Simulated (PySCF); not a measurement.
N₂O. Atoms are numbered in the order given.

```xyz
3

N      0.0000     0.0000    -1.1894
N      0.0000     0.0000    -0.0713
O      0.0000     0.0000     1.1031
```

Geometry: PBE0-D3(BJ)/def2-TZVP.

Vertical ionisation energy (IE) and electron affinity (EA) in eV. Rows of orbital energies are one-electron estimates. Where ΔSCF, EOM or ADC give a negative EA the extra electron is unbound and the value depends on the basis.

| level | IE | EA |
|---|---|---|
| −ε(HOMO), −ε(LUMO), HF/def2-TZVPD (PySCF) | 13.39 | -2.28 |
| −ε(HOMO), −ε(LUMO), PBE0/def2-TZVPD (PySCF) | 9.84 | 0.26 |
| EOM-CCSD/aug-cc-pVDZ (PySCF) | 12.74 | -1.71 |
| ADC(2)/aug-cc-pVDZ (PySCF) | 11.93 | -1.63 |

Computed lowest 1s main lines (those of the lightest heavy element) from CVS-ADC(2)-x/aug-cc-pVDZ (PySCF, non-relativistic), with pole strengths:
410.3 eV (1.47), 414.8 eV (1.53).

### Question
Beyond the first one, list the lowest photoelectron lines from PySCF 2.14.0 with ADC(2)/aug-cc-pVDZ with their pole strengths (two spins summed). (Estimate from the structure and the level; the computed values follow.)

### Answer
15.64 eV (1.69), 18.33 eV (1.64), 18.35 eV (1.66), 18.35 eV (1.66).
